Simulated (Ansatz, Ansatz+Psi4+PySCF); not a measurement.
```yaml
atoms:
  - { symbol: C, position_ang: [0.0000, 0.5031, 0.0000] }
  - { symbol: F, position_ang: [-1.1082, -0.2904, 0.0000] }
  - { symbol: H, position_ang: [0.0000, 1.1038, -0.9128] }
  - { symbol: H, position_ang: [0.0000, 1.1038, 0.9128] }
  - { symbol: F, position_ang: [1.1082, -0.2904, 0.0000] }
```

Basis set: cc-pVTZ (spherical functions). Left uncorrelated: 3 orbitals. Charge 0, multiplicity 1.

Computed with Ansatz (development build ahead of 0.2.0); each method stands on the lowest determinant of its kind that the runs found. Restricted open shells among the atoms or ions are ROHF, correlated in semicanonical orbitals with singles.

The atomization energy at this shape (free ground-state atoms in the same class of orbitals less the molecule, no zero-point energy) of singlet CH2F2:

| method | atomization energy |
| --- | --- |
| RHF-MP2 | 19.01 eV |

Problem. What does RHF give?

Solution. 13.76 eV.
